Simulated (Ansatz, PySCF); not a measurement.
Bond stretch in H2, singlet.

Levels of theory: RKS-M06-2X/6-31G* = PySCF with restricted M06-2X/6-31G*, spherical d; UHF/def2-TZVP (Ansatz, a quantum-chemistry and plane-wave program); UKS-PBE = Ansatz with unrestricted PBE/def2-TZVP; FCI = full CI/def2-TZVP, frozen core (Ansatz).

Energies relative to the lowest point of each curve near equilibrium, in kcal/mol:

```tsv
R / Å	RKS-M06-2X/6-31G*	UHF	UKS-PBE
0.60	11.4	11.2	13.0
0.73	0.0	0.0	0.2
0.75	0.1	0.1	0.0
0.80	1.5	1.7	0.8
0.83	3.1	3.4	2.1
0.85	4.4	4.7	3.2
1.01	19.2	20.6	16.3
1.49	73.5	68.7	66.3
1.66	90.6	75.1	81.2
1.99	118.5	80.7	96.6
2.63	155.5	83.1	103.5
2.97	168.2	83.3	104.2
```

Question: Predict the corresponding FCI column.

Answer: 0.60: 11.9; 0.73: 0.0; 0.75: 0.0; 0.80: 1.2; 0.83: 2.6; 0.85: 3.9; 1.01: 17.8; 1.49: 65.6; 1.66: 78.0; 1.99: 93.5; 2.63: 103.9; 2.97: 105.1 (kcal/mol).

The restricted form behind RKS-M06-2X/6-31G* keeps the bonding electrons paired and can't separate into open-shell fragments. The unrestricted determinant behind UHF is spin-contaminated at 1.24 to 2.97 Å (<S²> up to 1.0, against 0.00 for a pure singlet). The unrestricted determinant behind UKS-PBE is spin-contaminated at 1.66 to 2.97 Å (<S²> up to 1.0, against 0.00 for a pure singlet).
